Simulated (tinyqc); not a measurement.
CIS and TDHF on RHF in the sto-3g basis, for H2O, spin multiplicity 1, step by step. One step of it, computed by the program tinyqc.

Problem. TDHF (RPA) singlet states. B(ia,jb) = 2 (ia|jb) - (ib|ja); the squared energies are the eigenvalues of (A - B)(A + B); 1 hartree = 27.211386 eV.

CIS matrix A, singlet (hartree):
```
           1>6        1>7       2>6        2>7        3>6        3>7        4>6        4>7
1>6  20.011299   0.000000  0.028104   0.000000   0.000000  -0.019178  -0.022183   0.000000
1>7   0.000000  20.048882  0.000000   0.046526  -0.001302   0.000000   0.000000  -0.026214
2>6   0.028104   0.000000  1.284583   0.000000   0.000000   0.050920   0.071069   0.000000
2>7   0.000000   0.046526  0.000000   1.316762  -0.024647   0.000000   0.000000  -0.016319
3>6   0.000000  -0.001302  0.000000  -0.024647   0.617785   0.000000   0.000000   0.046156
3>7  -0.019178   0.000000  0.050920   0.000000   0.000000   0.859131   0.141833   0.000000
4>6  -0.022183   0.000000  0.071069   0.000000   0.000000   0.141833   0.571705   0.000000
4>7   0.000000  -0.026214  0.000000  -0.016319   0.046156   0.000000   0.000000   0.586001
5>6   0.000000   0.000000  0.000000   0.000000   0.000000   0.000000   0.000000   0.000000
5>7   0.000000   0.000000  0.000000   0.000000   0.000000   0.000000   0.000000   0.000000

          5>6       5>7
1>6  0.000000  0.000000
1>7  0.000000  0.000000
2>6  0.000000  0.000000
2>7  0.000000  0.000000
3>6  0.000000  0.000000
3>7  0.000000  0.000000
4>6  0.000000  0.000000
4>7  0.000000  0.000000
5>6  0.357645  0.000000
5>7  0.000000  0.409892
```

Two-electron integrals over orbitals (pq|rs), unique and non-zero (hartree):
```
(11|11) 4.746737    (21|11) -0.428418   (21|21) 0.061129    (22|11) 1.019552
(22|21) -0.015146   (22|22) 0.724232    (31|31) 0.010726    (32|31) 0.016933
(32|32) 0.130806    (33|11) 0.765273    (33|21) -0.004720   (33|22) 0.617240
(33|33) 0.595578    (41|11) 0.167736    (41|21) -0.022040   (41|22) 0.012683
(41|33) 0.005646    (41|41) 0.024281    (42|11) -0.148568   (42|21) 0.008188
(42|22) -0.023069   (42|33) 0.004040    (42|41) 0.018117    (42|42) 0.129521
(43|31) -0.002676   (43|32) 0.027134    (43|43) 0.055720    (44|11) 0.933024
(44|21) -0.011307   (44|22) 0.659619    (44|33) 0.566910    (44|41) -0.008691
(44|42) -0.093612   (44|44) 0.702020    (51|51) 0.025966    (52|51) 0.033188
(52|52) 0.150122    (53|53) 0.026582    (54|51) -0.012106   (54|52) -0.044681
(54|54) 0.048700    (55|11) 1.115357    (55|21) -0.012118   (55|22) 0.754155
(55|33) 0.603538    (55|41) 0.004723    (55|42) -0.080498   (55|44) 0.690189
(55|55) 0.880159    (61|11) -0.197138   (61|21) 0.030028    (61|22) -0.001776
(61|33) 0.000686    (61|41) 0.002852    (61|42) 0.020918    (61|44) -0.015903
(61|55) -0.005336   (61|61) 0.026230    (62|11) 0.267155    (62|21) -0.006020
(62|22) 0.131925    (62|33) 0.067416    (62|41) 0.018475    (62|42) 0.031643
(62|44) 0.062564    (62|55) 0.141415    (62|61) 0.010306    (62|62) 0.095449
(63|31) 0.002727    (63|32) -0.035597   (63|43) -0.037112   (63|63) 0.073197
(64|11) 0.270172    (64|21) -0.003580   (64|22) 0.126106    (64|33) 0.049198
(64|41) 0.000850    (64|42) -0.050725   (64|44) 0.132217    (64|55) 0.149562
(64|61) -0.002139   (64|62) 0.059212    (64|64) 0.098032    (65|51) 0.013070
(65|52) 0.051146    (65|54) 0.005387    (65|65) 0.034579    (66|11) 0.787340
(66|21) -0.007492   (66|22) 0.596624    (66|33) 0.550966    (66|41) 0.017905
(66|42) 0.047356    (66|44) 0.545707    (66|55) 0.580443    (66|61) 0.008969
(66|62) 0.093424    (66|64) 0.053586    (66|66) 0.584079    (71|31) 0.014346
(71|32) 0.021587    (71|43) -0.003643   (71|63) 0.003125    (71|71) 0.019219
(72|31) 0.014753    (72|32) 0.053584    (72|43) -0.031267   (72|63) 0.030377
(72|71) 0.018874    (72|72) 0.067595    (73|11) 0.369726    (73|21) -0.007020
(73|22) 0.162260    (73|33) 0.088800    (73|41) -0.000303   (73|42) -0.079111
(73|44) 0.141244    (73|55) 0.201873    (73|61) -0.005813   (73|62) 0.068160
(73|64) 0.101790    (73|66) 0.044759    (73|73) 0.160524    (74|31) -0.008377
(74|32) -0.073377   (74|43) -0.013540   (74|63) 0.053951    (74|71) -0.011207
(74|72) -0.016820   (74|74) 0.071856    (75|53) 0.023855    (75|75) 0.024812
(76|31) 0.007552    (76|32) 0.085401    (76|43) 0.061747    (76|63) -0.064680
(76|71) 0.009854    (76|72) -0.005251   (76|74) -0.060821   (76|76) 0.111501
(77|11) 0.834349    (77|21) -0.008778   (77|22) 0.607351    (77|33) 0.582888
(77|41) 0.003800    (77|42) -0.017320   (77|44) 0.577674    (77|55) 0.607277
(77|61) -0.003546   (77|62) 0.060837    (77|64) 0.050180    (77|66) 0.550806
(77|73) 0.093111    (77|77) 0.594865
```

Give: TDHF matrix B, singlet; squared energies w^2; TDHF energies from the positive w^2.

Solution.

TDHF matrix B, singlet (hartree):
```
        1>6     1>7    2>6     2>7     3>6     3>7     4>6     4>7
1>6   0.026   0.000  0.010   0.000   0.000  -0.015  -0.002   0.000
1>7   0.000   0.019  0.000   0.019   0.012   0.000   0.000  -0.011
2>6   0.010   0.000  0.095   0.000   0.000   0.106   0.059   0.000
2>7   0.000   0.019  0.000   0.068  -0.007   0.000   0.000  -0.017
3>6   0.000   0.012  0.000  -0.007   0.073   0.000   0.000   0.006
3>7  -0.015   0.000  0.106   0.000   0.000   0.161   0.150   0.000
4>6  -0.002   0.000  0.059   0.000   0.000   0.150   0.098   0.000
4>7   0.000  -0.011  0.000  -0.017   0.006   0.000   0.000   0.072
5>6   0.000   0.000  0.000   0.000   0.000   0.000   0.000   0.000
5>7   0.000   0.000  0.000   0.000   0.000   0.000   0.000   0.000

       5>6    5>7
1>6  0.000  0.000
1>7  0.000  0.000
2>6  0.000  0.000
2>7  0.000  0.000
3>6  0.000  0.000
3>7  0.000  0.000
4>6  0.000  0.000
4>7  0.000  0.000
5>6  0.035  0.000
5>7  0.000  0.025
```

squared energies w^2 (hartree^2): 0.127  0.167  0.256  0.301  0.416  0.747  1.649  1.732  400.454  401.962

TDHF energies from the positive w^2 (eV): 9.686  11.133  13.755  14.938  17.542  23.517  34.946  35.809  544.537  545.561
